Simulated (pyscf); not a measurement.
`[F][CH2][F]` + `[F][C][F]` [singlet] → `[F][CH]([F])[CH]([F])[F]`, an insertion (singlet surface; C–H broken, C–C, C–H formed). PySCF, gas phase, ωB97X-D3(BJ)/def2-SVP geometries. Energies in kcal/mol from the separated reactants.

Small-basis levels: PySCF, no dispersion term, spherical d functions. AM1 to PM7: differences of heats of formation from MOPAC. Cost: rough CPU time at the saddle relative to B3LYP/6-31G*, from one job on a shared machine.

| level | barrier | reaction energy | cost |
|---|---|---|---|
| HF/3-21G | 64.9 | -57.7 | 0.07 |
| SVWN5/6-31G* | 11.9 | -78.0 | 1 |
| B3LYP/STO-3G | (withheld) | -45.4 | 0.4 |
| B3LYP/3-21G | 30.7 | -65.4 | 0.7 |
| B3LYP/LANL2DZ | 31.8 | -68.1 | 0.8 |
| B3LYP/6-31G* | 34.8 | -61.9 | 1 |
| M06-2X/6-31G* | (withheld) | -65.4 | 3 |
| AM1 | 39.0 | -25.9 | under 0.02 |
| PM3 | 30.5 | -46.4 | under 0.02 |
| ωB97M-D3(BJ)/def2-TZVP | (withheld) | -57.2 | – |

Task: Fill in the missing entries.

Result: 
- B3LYP/STO-3G, barrier: 34.3
- M06-2X/6-31G*, barrier: 38.0
- ωB97M-D3(BJ)/def2-TZVP, barrier: 39.7

Against the last row the barrier runs from -27.8 (SVWN5/6-31G*) to +25.2 kcal/mol (HF/3-21G). ωB97M-D3(BJ)/def2-TZVP has limits of its own. F–CH(F)–CH(F)–F lies 6.2 kcal/mol over its isomer F–CH₂–C(F)(F)–F, and others may lie lower still (electronic energy, ωB97M-D3(BJ)). This is the saddle that the search found; another between the same sides may lie lower.
